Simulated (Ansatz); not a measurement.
Bulk modulus B0 (GPa) of solids drawn from the class of tetrahedrally bonded semiconductors and semimetals, at two levels: LDA in Ansatz (PAW), and PBEsol (Ansatz, an electronic-structure program, PAW).

```
solid                                LDA  PBEsol
----------------------------------  ----  ------
zinc-blende InAs                    60.1    55.7
zinc-blende HgSe                    57.9    51.6
zinc-blende HgTe                    47.5    42.1
zinc-blende GaSb                    55.4       ?
zinc-blende HgS (metastable phase)  67.4    60.3
zinc-blende MgS (metastable phase)  61.5    57.7
zinc-blende InSb                    46.6    42.8
wurtzite BN (high-pressure phase)    402     386
```

### Question
Estimate the withheld PBEsol value from the other rows.

### Answer
One way: carry over the typical ratio. The ratios PBEsol / LDA of the other rows, in order: 0.886, 0.891, 0.895, 0.918, 0.927, 0.938, 0.960; median 0.918. Zinc-blende GaSb: 55.4 × 0.918 = 50.9 GPa; the run gives 51.3 GPa. The ratios spread from 0.886 to 0.960, so such an estimate is rough.

Over all 8 rows PBEsol is the larger in 0.

Database compounds that came out metallic weren't drawn.

Ansatz's runs of these crystals have no spin polarisation.

Spin–orbit coupling is left out, also for the solids with elements from indium on (zinc-blende InAs, zinc-blende HgSe, zinc-blende HgTe, zinc-blende GaSb, zinc-blende HgS, zinc-blende InSb); its size isn't shown.

Each level is taken at its own relaxed cell. Caveats: the gap of the solid is closed in this run (zinc-blende InAs, zinc-blende InSb). Ansatz's density-functional and Hartree–Fock values are scalar-relativistic unless marked +SOC, with PAW data made under PBE.
